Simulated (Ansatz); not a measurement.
# CH₃FSi: basis-set convergence

How large a basis does CH₃FSi need? Two functionals and correlated methods are run in growing sets.

The runs use Ansatz 0.2.0, Gaussian basis; one geometry, several basis sets.

Levels to be run: PBE0-D4/def2-SVP; ωB97M-V/def2-SVP; PBE0-D4/def2-QZVPP; ωB97M-V/def2-QZVPP; CCSD(T)/cc-pV(D+d)Z; CCSD(T)/cc-pV(T+d)Z; CCSD(T)/cc-pV(Q+d)Z; the functionals' def2-TZVPP values are taken from earlier runs.

**1. The relaxed structure**

All runs share one geometry, relaxed beforehand with PBE0-D4 in a triple-zeta def2 set.

SMILES `C[Si]F`, 6 atoms, charge 0, spin multiplicity 1.

Atoms are counted from 1 here; the program's logs count them from 0.

Bond lengths: C1–Si2 1.886 Å, C1–H4 1.092 Å, C1–H5 1.097 Å, C1–H6 1.097 Å, Si2–F3 1.620 Å. Angles: Si2–C1–H4 112.7°, Si2–C1–H5 109.6°, Si2–C1–H6 109.8°, H4–C1–H5 108.9°, H4–C1–H6 109.0°, H5–C1–H6 106.7°, C1–Si2–F3 98.3°.

Coordinates:

```
C    -0.3330    0.3878   -0.1760
Si    0.4670   -0.5782    1.2326
F     1.3608   -1.5940    0.3412
H    -1.0170    1.1619    0.1790
H     0.4458    0.8570   -0.7901
H    -0.8816   -0.2984   -0.8328
```

**2. PBE0-D4 in def2-SVP**

Input file in.yaml:

```yaml
crystal:
  periodic: [false, false, false]
  atoms:
    - {symbol: C, position_ang: [-0.332974, 0.387825, -0.176012]}
    - {symbol: Si, position_ang: [0.467046, -0.578243, 1.232559]}
    - {symbol: F, position_ang: [1.360759, -1.593982, 0.341175]}
    - {symbol: H, position_ang: [-1.016978, 1.161885, 0.178990]}
    - {symbol: H, position_ang: [0.445847, 0.856965, -0.790109]}
    - {symbol: H, position_ang: [-0.881600, -0.298449, -0.832804]}
basis:
  gaussian: {orbitals: def2-SVP}
hamiltonian: {xc: pbe0, dispersion: d4}
output: {orbitals: {seedname: orbitals}}
```

On the command line:

```sh
$ ansatz run in.yaml --threads 4 --pin off --events-out ev --progress --plain --max-ram 10444MiB
```

Further steps of the session: ωB97M-V in def2-SVP; PBE0-D4 in def2-QZVPP; ωB97M-V in def2-QZVPP; CCSD(T) in cc-pV(D+d)Z; CCSD(T) in cc-pV(T+d)Z; CCSD(T) in cc-pV(Q+d)Z.

**Question.** What will the summary of the whole plan be? Wanted: MP2 correlation recovered, cc-pV(D+d)Z; MP2 correlation recovered, cc-pV(T+d)Z; MP2 correlation recovered, cc-pV(Q+d)Z; CCSD(T) limit from def2 sets; PBE0-D4: double and triple zeta above quadruple; ωB97M-V: double and triple zeta above quadruple.

The runs gave:

```
                                                                 quantity          value
                                   MP2 correlation recovered, cc-pV(D+d)Z         68.4 %
                                   MP2 correlation recovered, cc-pV(T+d)Z         87.9 %
                                   MP2 correlation recovered, cc-pV(Q+d)Z         95.0 %
CCSD(T) limit from def2 sets (earlier runs) less the limit of this series        -15 meV
                          PBE0-D4: double and triple zeta above quadruple  8.04, 0.50 eV
                          ωB97M-V: double and triple zeta above quadruple  8.17, 0.47 eV
```

In words: PBE0-D4 gains 7.54 eV from double to triple zeta, then 0.50 eV more. In cc-pV(D+d)Z MP2 holds 68 % of its limit, in cc-pV(Q+d)Z 95 %, while Hartree-Fock is within 0.128 eV in the largest set. A limit from the def2 sets, made apart, differs by 15 meV, a least measure of the doubt on such a limit. These are total energies; as a rule much of such shifts cancels in differences, which this series doesn't test.
